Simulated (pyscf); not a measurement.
## Four-centre exchange: `[OH][Si]([Cl])([Cl])[Cl]` + `[H][H]` -> `[OH][SiH]([Cl])[Cl]` + `[ClH]`

Gas phase, singlet surface, charge 0. Bonds broken: Si2–Cl3, H7–H8. Bonds formed: Si2–H7, Cl3–H8. PySCF, gas phase, ωB97X-D3(BJ)/def2-SVP geometries.

Transition state (Å):

```xyz
8

O      1.1141     0.4822    -0.0122
Si    -0.3756    -0.1800    -0.0905
Cl    -0.6692     0.5566     2.2629
Cl    -2.0441     0.8333    -0.6351
Cl    -0.1140    -1.5353    -1.6243
H      1.2354     1.0553     0.7579
H     -0.7537    -1.5569     0.8028
H     -0.7746    -0.9583     1.4911
```

One imaginary mode, 863i cm⁻¹; descent along it reached the two sides named.

```csv
bond,change,reactant side (Å),saddle,product side
Si2–Cl3,breaks,2.038,2.483,3.6
H7–H8,breaks,0.760,0.912,3.5
Si2–H7,forms,3.6,1.684,1.476
Cl3–H8,forms,3.8,1.703,1.286
```

Electronic energies relative to the separated reactants (kcal/mol):

```json
[
 {"level": "ωB97X-D3(BJ)/def2-TZVP", "barrier": "55.1", "reaction energy": "+19.5", "reverse barrier": "35.6"},
 {"level": "PBE/def2-TZVP", "barrier": "46.6", "reaction energy": "+16.5", "reverse barrier": "30.1"},
 {"level": "r²SCAN/def2-TZVP", "barrier": "50.2", "reaction energy": "+18.8", "reverse barrier": "31.4"},
 {"level": "B3LYP-D3(BJ)/def2-TZVP", "barrier": "52.9", "reaction energy": "+17.2", "reverse barrier": "35.6"},
 {"level": "PBE0-D3(BJ)/def2-TZVP", "barrier": "49.6", "reaction energy": "+17.4", "reverse barrier": "32.2"},
 {"level": "M06-2X/def2-TZVP", "barrier": "55.5", "reaction energy": "+18.7", "reverse barrier": "36.8"},
 {"level": "ωB97M-D3(BJ)/def2-TZVP", "barrier": "54.0", "reaction energy": "+17.1", "reverse barrier": "36.9"},
 {"level": "HF/def2-TZVP", "barrier": "71.2", "reaction energy": "+12.8", "reverse barrier": "58.4"}
]
```

With ωB97M-D3(BJ)/def2-TZVP energies and thermal terms (ideal gas, 1 atm, RRHO with modes under 100 cm⁻¹ raised to 100, one conformer, R ln 2 for chiral ones without a mode under 150 cm⁻¹), in kcal/mol:

| T (K) | ΔH‡ | ΔG‡ | ΔH | ΔG |
|---|---|---|---|---|
| 298 | 55.4 | 64.6 | +18.8 | +17.1 |
| 600 | 54.3 | 74.4 | +17.9 | +15.8 |
| 900 | 54.0 | 84.5 | +17.4 | +14.8 |
| 1200 | 54.1 | 94.7 | +17.1 | +14.0 |

This is the saddle that the search found; another between the same sides may lie lower.
